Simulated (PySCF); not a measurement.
**ClF⁻ at PBE0**

Computed with PBE0; basis Cl aug-cc-pV(D+d)Z, F aug-cc-pVDZ; no relativity; PySCF 2.14.

For ClF⁻, the state is ²Σ⁺ (doublet), unpaired electrons σ ↑, the bond length is 2.231 Å and the harmonic wavenumber is 310 cm⁻¹. The force constant is 0.695 mdyn/Å and the rotational constant Be is 0.2751 cm⁻¹. The anharmonicity ωexe is 3.71 cm⁻¹, the vibration–rotation constant αe is 0.00375 cm⁻¹ and the well depth De to Cl⁻ + F is 35.9 kcal/mol. The dissociation energy D0 is 35.4 kcal/mol, the bond order (Mayer) is 0.41 and the dipole moment (positive dipole points towards F; it is taken about the centre of mass and depends on that origin) is -1.09 D.

For an ion De counts to the pair picked by the measured ionisation energies or electron affinities, which need not be the lowest pair at this level. The state is the lowest determinant that a PBE0 search found; another state may lie lower at other levels.
